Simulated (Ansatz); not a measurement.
A nudged elastic band was laid between two geometries of BH4N + ClH (8 atoms, charge 0, multiplicity 1).

The calculation used RHF/def2-SVP in Ansatz.

```yaml
movable_images: 7
climbing_image: yes
spring: 5.0 eV/Å²
optimiser: quadratic models (default)
start_path: through a guess of the saddle point
force_threshold: 0.05 eV/Å
iteration_limit: 60
end_points: relaxed
```

Initial state:

```xyz
8
Properties=species:S:1:pos:R:3
B 0.056 -0.486 0.213
N 0.034 -0.257 1.590
H -0.794 -0.357 2.141
H 0.866 -0.144 2.133
H 1.102 -0.438 -0.373
H -0.974 -0.707 -0.362
Cl -0.437 3.404 1.259
H -0.273 2.147 1.395
```

Final state:

```xyz
8
Properties=species:S:1:pos:R:3
B -0.007 0.432 0.177
N -0.127 0.175 1.798
H -0.292 -0.799 2.000
H 0.721 0.462 2.263
H 0.942 -0.220 -0.189
H -1.075 0.113 -0.286
Cl 0.304 2.280 0.051
H -0.886 0.717 2.183
```

Which bonds break or form, and what moves?

Bonds broken: Cl7–H8. Bonds formed: B1–Cl7, N2–H8. BH4N + ClH becomes BClH5N.

Give the energies along the band, and the barrier.

It converged. The highest image is number 4 of 0 to 8, 99.4 kJ/mol above the first end and 145.0 kJ/mol above the last; the last end lies 45.6 kJ/mol below the first. A vibrational analysis at the climbing image gives one clearly imaginary mode, 1087i cm⁻¹: a first-order saddle point. The orbitals stay closed-shell, which can raise the energy where a bond breaks towards radicals; this wasn't checked here.

```tsv
image	path coordinate (Å)	energy (kJ/mol)	Cl7–H8 (Å)	B1–Cl7 (Å)	N2–H8 (Å)
0	0.00	0.0	1.27	4.06	2.43
1	0.43	0.7	1.28	3.75	2.39
2	0.87	7.2	1.28	3.36	2.11
3	1.30	36.7	1.32	2.99	1.73
4	1.73	99.4	1.65	2.81	1.20
5	2.36	31.6	1.97	2.22	1.03
6	2.99	-36.5	2.54	1.89	1.01
7	3.62	-41.9	2.69	1.88	1.01
8	4.25	-45.6	2.90	1.88	1.01
```

What is the geometry of the highest image?


```xyz
8
Properties=species:S:1:pos:R:3
B 0.007 -0.121 0.248
N -0.016 0.134 1.723
H -0.808 -0.218 2.234
H 0.840 -0.014 2.230
H 1.067 -0.160 -0.286
H -1.021 -0.412 -0.272
Cl -0.329 2.647 0.591
H -0.161 1.306 1.529
```

What are the harmonic wavenumbers there?

1087i, 205, 386, 504, 532, 795, 909, 1060, 1137, 1216, 1340, 1521, 1603, 1736, 2762, 2887, 3738, 3836 cm⁻¹.

The run took 81 s on 1 thread of Arm Neoverse V1, on a shared host, peak memory 0.13 GiB.
